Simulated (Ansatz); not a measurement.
## Worked example: HCGe⁺, triplet against HCGe, quartet

Geometry (PBE0/def2-TZVP stationary point of a quartet), kept for both states (HCGe, quartet: A''; HCGe⁺, triplet: A''):

```
atom   x (Å)    y (Å)    z (Å)
  Ge  0.0000   0.0140   0.3105
   C  0.0000  -0.1369  -1.6710
   H  0.0000   0.6198  -2.4658
```

Basis cc-pVDZ; Ansatz 0.2.0. Correlated methods freeze the noble-gas cores and the filled d shells of p-block atoms. Prefix R: restricted or restricted open-shell reference; prefix U: unrestricted. No spin–orbit coupling is included, and no scalar relativity.

Full CI isn't at hand for all of this; UCCSDT(Q) serves as the reference, and is uncertain by about the last step of the cluster series.

Unrestricted rows (U, and Kohn–Sham where it breaks symmetry) aren't spin-pure: their determinants' ⟨S²⟩ exceeds S(S+1) by up to 0.10, so they mix in states of higher spin.

```
    level  E(HCGe, quartet) (hartree)  E(HCGe⁺, triplet) (hartree)
      UHF                -2113.650916                 -2113.408349
     UMP2                -2113.788868                 -2113.540973
 UCCSD(T)                -2113.827015                 -2113.580788
      PBE                -2115.116604                 -2114.866249
  wB97M-V                -2115.351833                 -2115.101539
UCCSDT(Q)                -2113.828573                 -2113.582845
```

Question: Give the vertical gap, HCGe⁺ triplet less HCGe quartet, at each level in eV (1 hartree = 27.2114 eV), and each error against UCCSDT(Q).

Answer: UCCSDT(Q): (-2113.582845 − (-2113.828573)) × 27.2114 = 6.687 eV (the reference)
wB97M-V: (-2115.101539 − (-2115.351833)) × 27.2114 = 6.811 eV, error 0.124 eV
PBE: (-2114.866249 − (-2115.116604)) × 27.2114 = 6.813 eV, error 0.126 eV
UCCSD(T): (-2113.580788 − (-2113.827015)) × 27.2114 = 6.700 eV, error 0.013 eV
UMP2: (-2113.540973 − (-2113.788868)) × 27.2114 = 6.746 eV, error 0.059 eV
UHF: (-2113.408349 − (-2113.650916)) × 27.2114 = 6.601 eV, error -0.086 eV

Total energies of functionals can't be set beside those of wave-function methods, since they hold the core's correlation and their own absolute errors; only the differences compare.

In so small a basis the reference is far from its limit while semilocal and hybrid functionals are nearer theirs, so the functionals' errors here hold much of the reference's basis and frozen-core error, which can add to them or hide them.

Each level lands on the state that its own search finds. T1 diagnostics of restricted CCSD: 0.029 and 0.049.
